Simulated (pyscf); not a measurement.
# Four-centre exchange: HO–SiH(OH)–OH + hydrogen chloride (HCl) -> HO–Si(OH)(OH)–Cl + hydrogen (H₂)

Gas phase, singlet surface, charge 0. Bonds broken: Si2–H6, Cl9–H10. Bonds formed: Si2–Cl9, H6–H10. Single points on ωB97X-D3(BJ)/def2-SVP structures (PySCF, gas phase).

Transition state (Å):

```xyz
10

O     -0.5542    -0.6657     1.3685
Si    -0.8322    -0.0163    -0.1083
O     -0.2623    -0.5159    -1.5615
O     -2.4755    -0.1985    -0.2811
H     -1.3490    -1.1034     1.7024
H     -1.0894     1.6499    -0.0146
H      0.6864    -0.3599    -1.6670
H     -2.7921    -0.2617    -1.1890
Cl     1.4203     1.0971     0.1415
H     -0.1746     1.6656     0.0632
```

One imaginary mode, 815i cm⁻¹; descent along it reached the two sides named, in the forms told below.

```
bond     change  reactant side (Å)  saddle  product side
-------  ------  -----------------  ------  ------------
Si2–H6   breaks              1.475   1.689           3.5
Cl9–H10  breaks              1.304   1.695           3.8
Si2–Cl9   forms                3.5   2.525         2.050
H6–H10    forms                3.0   0.918         0.760
```

Electronic energies relative to the separated reactants (kcal/mol):

```
level                   barrier  reaction energy  reverse barrier
----------------------  -------  ---------------  ---------------
ωB97X-D3(BJ)/def2-TZVP     29.0            -23.4             52.3
PBE/def2-TZVP              23.5            -20.6             44.1
r²SCAN/def2-TZVP           24.2            -23.2             47.4
B3LYP-D3(BJ)/def2-TZVP     29.0            -21.3             50.3
PBE0-D3(BJ)/def2-TZVP      25.6            -21.6             47.2
M06-2X/def2-TZVP           29.6            -23.3             52.9
ωB97M-D3(BJ)/def2-TZVP     29.9            -21.3             51.1
HF/def2-TZVP               49.4            -18.5             67.9
```

With ωB97M-D3(BJ)/def2-TZVP energies and thermal terms (ideal gas, 1 atm, RRHO with modes under 100 cm⁻¹ raised to 100, one conformer, R ln 2 for chiral ones without a mode under 150 cm⁻¹), in kcal/mol:

```json
[
 {"T (K)": "298", "ΔH‡": "30.0", "ΔG‡": "41.3", "ΔH": "-22.9", "ΔG": "-20.6"},
 {"T (K)": "600", "ΔH‡": "29.6", "ΔG‡": "53.1", "ΔH": "-22.0", "ΔG": "-18.6"},
 {"T (K)": "900", "ΔH‡": "29.8", "ΔG‡": "64.8", "ΔH": "-21.4", "ΔG": "-17.1"},
 {"T (K)": "1200", "ΔH‡": "30.1", "ΔG‡": "76.4", "ΔH": "-21.1", "ΔG": "-15.7"}
]
```

On the reactant side the descent ends in a complex (not fully relaxed), 6.5 kcal/mol under the separated species and 35.4 kcal/mol under the saddle at ωB97X-D3(BJ)/def2-TZVP. One saddle was located; it need not be the lowest between these sides.
